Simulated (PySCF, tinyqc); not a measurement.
Worked calculation: CIS on RHF in the sto-3g basis, for CH+, spin multiplicity 1. The lowest restricted solution is unstable here: a spin-polarised one lies 0.0145 hartree lower (PySCF). One step of it, computed by the program tinyqc.

Question. CIS matrix, triplets. A(ia,jb) = (e_a - e_i) d_ij d_ab - (ij|ab).

orbital energies (hartree): MO1 -11.731254, MO2 -1.313362, MO3 -0.883109, MO4 -0.307869, MO5 -0.307869, MO6 0.313289

Two-electron integrals over orbitals (pq|rs), unique and non-zero (hartree):
```
p,q,r,s,(pq|rs)
1,1,1,1,3.511972
2,1,1,1,-0.290375
2,1,2,1,0.040011
2,2,1,1,0.755458
2,2,2,1,-0.003196
2,2,2,2,0.646179
3,1,1,1,0.199646
3,1,2,1,-0.021348
3,1,2,2,0.021607
3,1,3,1,0.029187
3,2,1,1,-0.073133
3,2,2,1,0.009415
3,2,2,2,0.064492
3,2,3,1,0.008609
3,2,3,2,0.073865
3,3,1,1,0.799248
3,3,2,1,-0.016163
3,3,2,2,0.504743
3,3,3,1,-0.008761
3,3,3,2,-0.058132
3,3,3,3,0.661867
4,1,4,1,0.021522
4,2,4,1,0.023221
4,2,4,2,0.091668
4,3,4,1,-0.016086
4,3,4,2,-0.046463
4,3,4,3,0.061362
4,4,1,1,0.852054
4,4,2,1,-0.009114
4,4,2,2,0.565160
4,4,3,1,0.005805
4,4,3,2,-0.038639
4,4,3,3,0.581732
4,4,4,4,0.672833
5,1,5,1,0.021522
5,2,5,1,0.023221
5,2,5,2,0.091668
5,3,5,1,-0.016086
5,3,5,2,-0.046463
5,3,5,3,0.061362
5,4,5,4,0.036269
5,5,1,1,0.852054
5,5,2,1,-0.009114
5,5,2,2,0.565160
5,5,3,1,0.005805
5,5,3,2,-0.038639
5,5,3,3,0.581732
5,5,4,4,0.600295
5,5,5,5,0.672833
6,1,1,1,0.156637
6,1,2,1,-0.026524
6,1,2,2,-0.010871
6,1,3,1,0.001371
6,1,3,2,-0.014252
6,1,3,3,0.021566
6,1,4,4,0.003702
6,1,5,5,0.003702
6,1,6,1,0.026900
6,2,1,1,-0.224224
6,2,2,1,0.003666
6,2,2,2,-0.052933
6,2,3,1,-0.012272
6,2,3,2,0.034106
6,2,3,3,-0.047936
6,2,4,4,-0.107747
6,2,5,5,-0.107747
6,2,6,1,0.005137
6,2,6,2,0.111765
6,3,1,1,-0.128064
6,3,2,1,0.004900
6,3,2,2,0.017918
6,3,3,1,0.005760
6,3,3,2,0.056552
6,3,3,3,-0.091824
6,3,4,4,-0.056271
6,3,5,5,-0.056271
6,3,6,1,-0.008567
6,3,6,2,0.058314
6,3,6,3,0.079975
6,4,4,1,-0.011823
6,4,4,2,-0.043264
6,4,4,3,0.009760
6,4,6,4,0.030587
6,5,5,1,-0.011823
6,5,5,2,-0.043264
6,5,5,3,0.009760
6,5,6,5,0.030587
6,6,1,1,0.715032
6,6,2,1,-0.003445
6,6,2,2,0.622458
6,6,3,1,0.018281
6,6,3,2,0.083820
6,6,3,3,0.499696
6,6,4,4,0.514008
6,6,5,5,0.514008
6,6,6,1,-0.008771
6,6,6,2,0.017211
6,6,6,3,0.051553
6,6,6,6,0.683936
```

Give: CIS matrix A, triplet.

Answer.

CIS matrix A, triplet (hartree), lower triangle:
```
,1>4,1>5,1>6,2>4,2>5,2>6,3>4,3>5,3>6
1>4,10.5713
1>5,0.0000,10.5713
1>6,0.0000,0.0000,11.3295
2>4,0.0091,0.0000,0.0000,0.4403
2>5,0.0000,0.0091,0.0000,0.0000,0.4403
2>6,0.0000,0.0000,0.0034,0.0000,0.0000,1.0042
3>4,-0.0058,0.0000,0.0000,0.0386,0.0000,0.0000,-0.0065
3>5,0.0000,-0.0058,0.0000,0.0000,0.0386,0.0000,0.0000,-0.0065
3>6,0.0000,0.0000,-0.0183,0.0000,0.0000,-0.0838,0.0000,0.0000,0.6967
```
